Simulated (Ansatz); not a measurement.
Z-matrix (Å, degrees):
```
C
C 1 1.495
C 1 1.479 2 51.7
N 1 1.440 2 123.5 3 -104.2
H 1 1.090 2 119.8 3 105.8
H 2 1.079 1 148.0 3 175.2
H 3 1.079 1 146.3 2 -175.1
H 4 1.013 1 111.0 2 -96.6
H 4 1.013 1 110.5 2 22.9
```

Total charge 0; spin multiplicity 1.

(1) List the B3LYP/def2-TZVPP orbital energies in eV (Ansatz 0.2.0). (Best estimate.)

Answers

(1) The calculation gave: Occupied: -388.91, -277.96, -277.18, -277.15, -24.88, -22.64, -16.14, -15.47, -14.15, -13.22, -11.67, -9.98, -9.09, -7.41, -6.19. Lowest empty: -0.20, 1.21, 2.01, 2.15, 2.28, 2.97, 3.97, 4.06.

B3LYP here is the variant with VWN-RPA as its local correlation; programs differ in this.
